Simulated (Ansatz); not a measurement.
Geometry optimisation, Ansatz 0.2.0, RKS BLYP-D4/def2-SVP.

The input (input.yaml):

```yaml
crystal:
  periodic: [false, false, false]
  atoms:
    - { symbol: Al, position_ang: [-1.157856, -0.390739, -0.654966] }
    - { symbol: S, position_ang: [1.522239, 1.91745, -0.31103] }
    - { symbol: H, position_ang: [-0.540747, -1.097156, -1.936128] }
    - { symbol: H, position_ang: [-2.405585, 0.587362, -0.611616] }
    - { symbol: H, position_ang: [1.064323, 0.942557, 0.53242] }
    - { symbol: "N", position_ang: [-0.35835, -0.833291, 0.985146] }
    - { symbol: H, position_ang: [2.271808, 1.014443, -1.005054] }
    - { symbol: H, position_ang: [0.34837, -1.565569, 1.102715] }
    - { symbol: H, position_ang: [-0.744302, -0.574956, 1.898514] }
basis:
  gaussian: { orbitals: def2-SVP }
hamiltonian:
  xc: blyp
  dispersion: d4
relax:
  f_tol: 0.03
  max_steps: 50
```

Run as:

```bash
$ ansatz run input.yaml --threads 2 --pin off --max-ram 3072MiB --backend cpu --events-out ev --progress --plain --runs-dir out
```

**Question.** Where does it end, and by what steps?

**Answer.** It converged. The force dipped under the threshold on the way, but the program's further checks kept it going. After 28 steps the energy has fallen by 1.232 eV; H5 moved furthest, 1.39 Å. Parted: S2–H5. Joined: Al1–S2, H5–N6.

| step | energy less start (eV) | largest force component (eV/Å) | accepted |
| --- | --- | --- | --- |
| 0 | 0.0000 | 1.107 | yes |
| 1 | -0.0806 | 0.374 | yes |
| 2 | -0.1243 | 0.391 | yes |
| 3 | -0.1146 | 0.425 | no |
| 4 | -0.1452 | 0.266 | yes |
| 5 | -0.1458 | 0.124 | yes |
| 6 | -0.1471 | 0.071 | yes |
| 7 | -0.1504 | 0.056 | yes |
| 8 | -0.1510 | 0.064 | yes |
| 9 | -0.1516 | 0.060 | yes |
| 10 | -0.1522 | 0.062 | yes |
| 11 | -0.1547 | 0.074 | yes |
| 12 | -0.1572 | 0.058 | yes |
| 13 | -0.1610 | 0.097 | yes |
| 14 | -0.1682 | 0.129 | yes |
| 15 | -0.2231 | 0.421 | yes |
| 16 | -0.5169 | 1.131 | yes |
| 17 | -0.8554 | 1.373 | yes |
| 18 | -0.7934 | 5.038 | no |
| 19 | -1.0337 | 0.827 | yes |
| 20 | -1.1152 | 0.679 | yes |
| 21 | -1.1414 | 0.567 | yes |
| 22 | -1.2106 | 0.415 | yes |
| 23 | -1.2209 | 0.335 | yes |
| 24 | -1.2288 | 0.198 | yes |
| 25 | -1.2299 | 0.103 | yes |
| 26 | -1.2305 | 0.145 | yes |
| 27 | -1.2319 | 0.014 | yes |
| 28 | -1.2320 | 0.028 | yes |

```xyz
9
Properties=species:S:1:pos:R:3
Al -0.571 0.190 -0.803
S 1.009 1.818 -0.867
H -0.329 -1.082 -1.745
H -2.035 0.763 -0.509
H 0.570 0.078 1.498
N -0.095 -0.598 1.086
H 1.966 1.035 -1.446
H 0.381 -1.513 1.053
H -0.896 -0.690 1.732
```

Whether the end is a true minimum wasn't checked by a vibrational analysis.

Run time: 39 s on 2 threads of Intel(R) Xeon(R) Platinum 8259CL CPU @ 2.50GHz (Skylake/Cascade Lake), on a shared host, peak memory 0.14 GiB.
